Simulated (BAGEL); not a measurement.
# SiH3O (SMILES O[SiH2]) at UHF/STO-3G (density fitting with qzvpp-jkfit)

What is the vertical doublet–quartet gap of SiH3O at UHF/STO-3G (density fitting with qzvpp-jkfit)? 

The calculation is run with BAGEL 1.2.2.

3 further runs of the same task are left out: 2 that didn't finish, 1 set aside as unsound or not needed. Runs told in other sessions of the task aren't counted.

## Step 1: The molecule

The species is SiH3O (5 atoms), meant as a doublet with charge 0. SMILES: `O[SiH2]`. Geometry: relaxed at GFN2-xTB. This is one conformer, not always the lowest.

Bond lengths: O1–Si2 1.639 Å, O1–H3 0.952 Å, Si2–H4 1.458 Å, Si2–H5 1.448 Å. Angles: O1–Si2–H4 110.9°, O1–Si2–H5 101.7°, Si2–O1–H3 122.7°, H4–Si2–H5 117.6°.

## Step 2: A single-point energy at UHF/STO-3G (density fitting with qzvpp-jkfit)

Contents of input.json:

```json
{ "bagel" : [

{
  "title" : "molecule",
  "basis" : "sto-3g",
  "df_basis" : "qzvpp-jkfit",
  "angstrom" : true,
  "geometry" : [
    { "atom" : "O", "xyz" : [       0.557310,      -0.433760,       0.798460 ] },
    { "atom" : "Si", "xyz" : [       0.001930,       0.341950,      -0.533940 ] },
    { "atom" : "H", "xyz" : [       0.725690,      -1.370660,       0.814800 ] },
    { "atom" : "H", "xyz" : [      -1.244820,      -0.253580,      -1.000760 ] },
    { "atom" : "H", "xyz" : [      -0.040110,       1.716040,      -0.078560 ] }
  ]
},

{
  "title" : "uhf",
  "nopen" : 1
},

{
  "title" : "print",
  "file" : "orbitals.molden",
  "orbitals" : true
}

]}
```

Command:

```console
BAGEL_NUM_THREADS=1 BAGEL input.json > input.out
```

What it wrote:

```text
* using 1 threads per process

  ===============================================================
  ===============================================================

  *** Geometry ***

  { "atom" : "O", "xyz" : [      1.053163,     -0.819688,      1.508871 ] },
  { "atom" : "Si", "xyz" : [      0.003647,      0.646192,     -1.009000 ] },
  { "atom" : "H", "xyz" : [      1.371355,     -2.590172,      1.539749 ] },
  { "atom" : "H", "xyz" : [     -2.352369,     -0.479197,     -1.891162 ] },
  { "atom" : "H", "xyz" : [     -0.075797,      3.242846,     -0.148457 ] },

  Number of auxiliary basis functions:      259

  Since a DF basis is specified, we compute 2- and 3-index integrals:
    o Being stored without compression. Storage requirement is 0.001 GB

  Number of basis functions:       17
  Number of electrons      :       25

    * METHOD: MOLECULE                             0.04

  *** Open-shell HF ***

  === Nuclear Repulsion ===
    58.0136674886

      * DIIS with orbital gradients will be used.

  === UHF iteration (sto-3g) ===
      0       -361.07800864          0.04126736           0.00
      1       -361.12105202          0.01085046           0.00
      2       -361.12508816          0.00349305           0.00
      3       -361.12556912          0.00113683           0.00
      4       -361.12575576          0.00026344           0.00
      5       -361.12578799          0.00004294           0.00
      6       -361.12579131          0.00001682           0.00
      7       -361.12579200          0.00000945           0.00
      8       -361.12579221          0.00000307           0.00
      9       -361.12579221          0.00000086           0.00
     10       -361.12579222          0.00000035           0.00
     11       -361.12579222          0.00000016           0.00
     12       -361.12579222          0.00000005           0.00
     13       -361.12579222          0.00000001           0.00
     14       -361.12579222          0.00000000           0.00
    * SCF iteration converged.

    * S^2 (UHF) is 0.7516

    * Permanent dipole moment:
           (   -0.051615,     0.340846,     0.552698) a.u.

    * METHOD: UHF                                  0.10

    * METHOD: PRINT                                0.00

  ===============================================================
```

Run time: 0.26 s. Hardware: 1 thread of Arm Neoverse V1, shared host.

## Step 3: The quartet, same level

Contents of hf.json:

```json
{ "bagel": [

{
  "title": "molecule",
  "basis": "sto-3g",
  "df_basis": "qzvpp-jkfit",
  "angstrom": "true",
  "geometry": [
    { "atom": "O", "xyz": [    0.557310,   -0.433760,    0.798460 ] },
    { "atom": "Si", "xyz": [    0.001930,    0.341950,   -0.533940 ] },
    { "atom": "H", "xyz": [    0.725690,   -1.370660,    0.814800 ] },
    { "atom": "H", "xyz": [   -1.244820,   -0.253580,   -1.000760 ] },
    { "atom": "H", "xyz": [   -0.040110,    1.716040,   -0.078560 ] }
  ]
},
{ "title": "uhf", "nopen": 3 },
{ "title": "print", "file": "orbitals.molden", "orbitals": "true" }

]}
```

Command:

```console
BAGEL_NUM_THREADS=1 BAGEL hf.json > hf.out
```

What it wrote:

```text
* using 1 threads per process

  ===============================================================
  ===============================================================

  *** Geometry ***

  { "atom" : "O", "xyz" : [      1.053163,     -0.819688,      1.508871 ] },
  { "atom" : "Si", "xyz" : [      0.003647,      0.646192,     -1.009000 ] },
  { "atom" : "H", "xyz" : [      1.371355,     -2.590172,      1.539749 ] },
  { "atom" : "H", "xyz" : [     -2.352369,     -0.479197,     -1.891162 ] },
  { "atom" : "H", "xyz" : [     -0.075797,      3.242846,     -0.148457 ] },

  Number of auxiliary basis functions:      259

  Since a DF basis is specified, we compute 2- and 3-index integrals:
    o Being stored without compression. Storage requirement is 0.001 GB

  Number of basis functions:       17
  Number of electrons      :       25

    * METHOD: MOLECULE                             0.04

  *** Open-shell HF ***

  === Nuclear Repulsion ===
    58.0136674886

      * DIIS with orbital gradients will be used.

  === UHF iteration (sto-3g) ===
      0       -360.63157669          0.04542740           0.00
      1       -360.73448166          0.02419290           0.00
      2       -360.76919388          0.01075527           0.00
      3       -360.77971596          0.00589983           0.00
      4       -360.78558602          0.00252478           0.00
      5       -360.78692377          0.00217964           0.00
      6       -360.78802006          0.00170665           0.00
      7       -360.78894056          0.00136596           0.00
      8       -360.78981129          0.00092954           0.00
      9       -360.79034319          0.00035125           0.00
     10       -360.79039485          0.00010964           0.00
     11       -360.79039983          0.00006552           0.00
     12       -360.79040219          0.00003276           0.00
     13       -360.79040284          0.00000981           0.00
     14       -360.79040287          0.00000269           0.00
     15       -360.79040287          0.00000145           0.00
     16       -360.79040288          0.00000091           0.00
     17       -360.79040288          0.00000058           0.00
     18       -360.79040288          0.00000042           0.00
     19       -360.79040288          0.00000025           0.00
     20       -360.79040288          0.00000018           0.00
     21       -360.79040288          0.00000005           0.00
     22       -360.79040288          0.00000003           0.00
     23       -360.79040288          0.00000001           0.00
     24       -360.79040288          0.00000000           0.00
    * SCF iteration converged.

    * S^2 (UHF) is 3.7569

    * Permanent dipole moment:
           (   -0.450691,     0.533833,    -0.187878) a.u.

    * METHOD: UHF                                  0.13

    * METHOD: PRINT                                0.00

  ===============================================================
```

Wall time 0.3 s (1 thread of Arm Neoverse V1, shared host).

## Step 4: What came out

Level: UHF/STO-3G (density fitting with qzvpp-jkfit).

| quantity | value |
| --- | --- |
| doublet: total energy | -361.12579 Eh |
| doublet: dipole moment | 1.66 D |
| doublet: ⟨S²⟩ | 0.752 |
| quartet: total energy | -360.79040 Eh |
| quartet: dipole moment | 1.84 D |
| quartet: ⟨S²⟩ | 3.757 |
| vertical energy of the quartet above the doublet | 9.126 eV |

In words: At this shape the quartet lies 9.13 eV (210 kcal/mol) above the doublet. In a minimal basis such a difference can be off by several eV, whatever the method.
